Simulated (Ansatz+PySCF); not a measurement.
Values are calculated unless marked as measured or tabulated.
## PySCF 2.14.0 run

```python
from pyscf import gto, scf, mp

# the (T+d) and (D+d) sets load through basis_set_exchange
mol = gto.M(atom="""
C -1.410290 0.444380 0.021460
S 0.130720 -0.623380 -0.019590
C 1.375440 0.567610 0.041240
H -2.266250 -0.228610 -0.024250
H -1.447050 1.018960 0.946930
H -1.433130 1.113160 -0.839900
H 1.183680 1.582420 -0.280080
H 2.388540 0.202630 0.126350
""", basis={'C': 'cc-pvtz', 'H': 'cc-pvtz', 'S': 'cc-pv(t+d)z'}, charge=0, spin=1)
mf = scf.UHF(mol)
mf.kernel()
pt = mp.MP2(mf, frozen=7).run()
print(mf.e_tot, pt.e_corr, pt.e_tot)
```

The script is written out from the run's settings.

Output:

* Converged: yes
* Reference energy: -476.17676 hartree
* Correlation energy: -0.50360 hartree
* Total energy: -476.68036 hartree
* Spin squared of the determinant: 0.771
